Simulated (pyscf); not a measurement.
PH₃ + gallane (GaH₃) → PH₃ + gallane (GaH₃) (four-centre exchange; singlet surface; H–P, Ga–H broken, H–P, Ga–H formed). Single points on ωB97X-D3(BJ)/def2-SVP structures (PySCF, gas phase). MP2 and CC: frozen core, UHF for open shells. ΔMP2 is the change of the MP2 total energy from the triple- to the quadruple-zeta basis. Energies in kJ/mol from the separated reactants.

```
level                                barrier  reaction energy
--------------------------------  ----------  ---------------
ωB97X-D3(BJ)/def2-TZVP                 133.0              0.0
PBE/def2-TZVP                          113.9              0.0
r²SCAN/def2-TZVP                       118.1              0.0
M06-2X/def2-TZVP                       137.9              0.0
MP2/def2-QZVPP                         140.8              0.0
CCSD(T)/def2-TZVPP                (withheld)              0.0
CCSD(T)/def2-TZVPP + ΔMP2(QZVPP)  (withheld)              0.0
```

**Question.** Some entries are withheld; supply them.

**Answer.** 
- CCSD(T)/def2-TZVPP, barrier: 145.5
- CCSD(T)/def2-TZVPP + ΔMP2(QZVPP), barrier: 139.8

On the reactant side the descent ends in an adduct with a Ga–P contact (not fully relaxed), 34.9 kJ/mol under the separated species and 168.0 kJ/mol under the saddle at ωB97X-D3(BJ)/def2-TZVP. On the product side the descent ends in an adduct with a Ga–P contact (not fully relaxed), 37.2 kJ/mol under the separated species and 170.2 kJ/mol under the saddle at ωB97X-D3(BJ)/def2-TZVP. The same reactants have a lower exit, to H₂P–GaH₂ + H₂ (barrier +103.9 kJ/mol at ωB97M-D3(BJ)/def2-TZVP, against +146.2 kJ/mol here). This is the saddle that the search found; another between the same sides may lie lower. The CCSD(T) − MP2 part came from Ansatz, without density fitting, on the same reference. The frozen core leaves the outer d or s,p core shells of the metals and heavy elements correlated in the MP2 and CC values, and def2-TZVPP describes them poorly, which can shift differences by a few kcal/mol. Elements up to Kr have no core potential and no relativistic terms here.
